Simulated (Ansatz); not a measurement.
α-quartz (SiO2) was calculated with r²SCAN+rVV10 in Ansatz (PAW).

Run with plane-wave cutoff 560 eV, 12×12×6 k mesh (along the axes of the cell as run), Fermi–Dirac smearing 0.01 eV, scalar-relativistic PAW data made under PBE.

Computed at the level's own relaxed cell.

```
O2Si
1.0
    2.43453    -4.21674     0.00000
    2.43453     4.21674     0.00000
    0.00000     0.00000     5.37665
Si O
3 6
Direct
  0.00000   0.46406   0.33333
  0.53594   0.53594   0.00000
  0.46406   0.00000   0.66667
  0.27719   0.41068   0.22195
  0.58932   0.86651   0.88861
  0.72281   0.13349   0.44472
  0.86651   0.58932   0.11139
  0.41068   0.27719   0.77805
  0.13349   0.72281   0.55528
```

### Question
List the 31 lowest band energies at Γ above −25 eV (eV, relative to the valence band maximum), grouping those that round alike.

### Answer
At Γ: -20.40, -18.86 (×2), -18.21 (×2), -18.20, -8.20 (×2), -5.48, -5.38, -5.23 (×2), -3.02 (×2), -2.71, -2.46, -1.44 (×2), -1.38, -1.06 (×2), -0.87, -0.27 (×2), 6.60, 10.07 (×2), 10.78 (×2), 12.05, 12.67.

Ansatz is a first-principles code.
